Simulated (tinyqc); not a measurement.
Worked calculation: harmonic frequencies on the UHF/sto-6g surface (energies and gradients from PySCF), for NH, spin multiplicity 3. One step of it, computed by the program tinyqc.

Task: Normal modes. Diagonalise H_ij / sqrt(m_i m_j); the 5 smallest eigenvalues belong to translations and rotations; wavenumber = sqrt(eigenvalue / 1822.888) x 219474.63; each mode has its largest component positive (the first on a tie); zero-point energy = sum of wavenumbers / 2, with 349.755 1/cm per kcal/mol.

Hessian (symmetrised) (hartree/bohr^2):
```
             1Nx          1Ny          1Nz          2Hx          2Hy          2Hz
1Nx   0.00000032   0.00000000   0.00000000  -0.00000032   0.00000000   0.00000000
1Ny   0.00000000   0.00000032   0.00000000   0.00000000  -0.00000032   0.00000000
1Nz   0.00000000   0.00000000   0.45656658   0.00000000   0.00000000  -0.45656658
2Hx  -0.00000032   0.00000000   0.00000000   0.00000032   0.00000000   0.00000000
2Hy   0.00000000  -0.00000032   0.00000000   0.00000000   0.00000032   0.00000000
2Hz   0.00000000   0.00000000  -0.45656658   0.00000000   0.00000000   0.45656658
```

masses (u): 1N 14.003074, 2H 1.007825

Give: eigenvalues of the mass-weighted Hessian; harmonic wavenumbers of the vibrations; mass-weighted modes; zero-point energy.

Result:

eigenvalues of the mass-weighted Hessian (hartree/(bohr^2 u)): 0.0000  0.0000  0.0000  0.0000  0.0000  0.4856

harmonic wavenumbers of the vibrations (1/cm): 3582.2

mass-weighted modes:
```
      mode 1
1Nx   0.0000
1Ny   0.0000
1Nz  -0.2591
2Hx   0.0000
2Hy   0.0000
2Hz   0.9658
```

zero-point energy = 5.1211 kcal/mol
